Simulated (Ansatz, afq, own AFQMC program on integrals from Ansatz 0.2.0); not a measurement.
Breaking C1–F2 in CHF, singlet

```xyz
3

C    -0.1260   -0.4787   -0.1172
F     0.8863    0.0518    0.4909
H    -0.7603    0.4269   -0.3736
```

Products: CH (doublet) and F (doublet), each relaxed with PBE0/def2-SVP like the molecule; electronic energies without zero-point terms. Determinants: RHF, ROHF and UHF in that order.

Basis def2-TZVP. Noble-gas cores (and the filled d shells of Ga–Kr and In–Xe) are frozen. Ansatz 0.2.0 and our own AFQMC program on the same integrals; the CISD trial comes from CCSD amplitudes, and released means the phaseless constraint is let go. Error bars are statistical, one sigma. The errors of all members are added in quadrature.

No full CI on the walks' own integrals is used here; CCSDT(Q) serves as the reference and is uncertain by about the last step of the cluster series. Each member takes its own surest rung, up to full CI.

Errors are counted within def2-TZVP, not against nature.

Cautions: CHF (singlet): higher spins were not checked, restricted determinant unstable towards unrestricted (UHF 220 meV lower, ⟨S²⟩ 0.51); CH (doublet): a spin-contaminated unrestricted determinant lies lower (UHF 211 meV lower, ⟨S²⟩ 1.10).

```
level  bond energy (kJ/mol)
 CCSD                 502.1
  MP2                 551.2
```

From these cheaper values, estimate the bond energy at the reference level in def2-TZVP.

520.8 kJ/mol (CCSDT(Q) in def2-TZVP).

```csv
level,bond energy (kJ/mol),error against CCSDT(Q) (kJ/mol)
HF,338.2,-182.6
CCSD(T),520.0,-0.8
CCSDT,519.6,-1.2
ph-AFQMC/CISD,521.2 ± 0.6,0.4 ± 0.6
released AFQMC,520.0 ± 0.9,-0.8 ± 0.9
```

Correlation beyond CCSD(T) adds 0.8 kJ/mol. The perturbative (T) step is worth +17.9 kJ/mol.

A walk keeps the symmetry of its determinant, which the program's search chose and which needn't be the lowest solution, so a lower state of the same spin and another symmetry isn't excluded. Released energies are given only where the last usable release times agree within the noise; a slower fall can still hide under it.
